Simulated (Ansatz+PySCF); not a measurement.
The numbers below are computed, except where a source is named.
## Several solutions for singlet CO

```yaml
atoms:
  - { symbol: C, position_ang: [0.0000, 0.0000, -0.9669] }
  - { symbol: O, position_ang: [0.0000, 0.0000, 0.7252] }
```

Basis set: 6-31G (spherical functions). Charge 0, multiplicity 1.

UHF was run from several starts with Ansatz (development build ahead of 0.2.0) and PySCF 2.14.0.

```csv
run,program,start,converged,energy (hartree),<S²>
A,PySCF,"guess minao, instabilities followed",yes,-112.48462,1.09
B,Ansatz,search for the lowest state,yes,-112.48462,1.09
C,PySCF,"guess huckel, instabilities followed",yes,-112.48462,1.09
D,PySCF,"guess atom, instabilities followed",yes,-112.48462,1.09
E,PySCF,program defaults,yes,-112.41090,0.00
F,Ansatz,"atomic start, no search",yes,-112.41090,0.00
G,PySCF,"guess 1e, instabilities followed",yes,-112.48462,1.09
H,Ansatz,stability test followed,yes,-112.48462,1.09
```

(1) Which runs reached the lowest solution of this kind, and what is wrong with the others?

## Answers

(1) A, B, C, D, G, H reached the lowest solution found. Converged but too high: E by 2.01 eV, F by 2.01 eV. Convergence only shows a stationary point, and even a stable one can lie too high; stability tests and further starts are what find lower ones. Caution: another spin multiplicity may lie lower. Caution: the unrestricted determinant is a mixture of spin states.
